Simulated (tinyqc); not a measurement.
Orbital energy against energy difference: ionisation energy by orbital energies and by energy differences in the cc-pvdz basis, for LiH, spin multiplicity 1. Computed by the program tinyqc with PySCF. The cation is unrestricted; errors are against CCSD(T) in this basis, not against experiment.

Geometry (angstrom):
```
atom       x       y       z
Li    0.0000  0.0000  0.0000
H     0.0000  0.0000  1.5510
```

CCSD(T) difference in the same basis = 7.9133 eV

IP-EOM-CCSD = 7.9135 eV

First vertical ionisation energy (eV):
```
method     -e(HOMO)  E(cation) - E  error of -e(HOMO)  error of the difference
HF            8.242        7.07301              0.329                   -0.840
LDA           4.415        8.27187             -3.498                    0.359
PBE           4.400        8.10837             -3.514                    0.195
B3LYP         5.349        8.34543             -2.565                    0.432
PBE0          5.482        8.06735             -2.431                    0.154
CAM-B3LYP     6.897        8.33100             -1.016                    0.418
LC-wPBE       8.206        8.14674              0.293                    0.233
```

What does the comparison show, and why?

Koopmans errs by +0.33 eV and Delta-HF by -0.84 eV: relaxation, 1.17 eV, lowers the value and the missing correlation difference works against it. The PBE level is off by -3.5 eV through the wrong tail of its potential, though its energy difference is off by +0.20 eV; exact exchange deepens the level, and among the orbital energies LC-wPBE comes closest; among the differences PBE0 does.
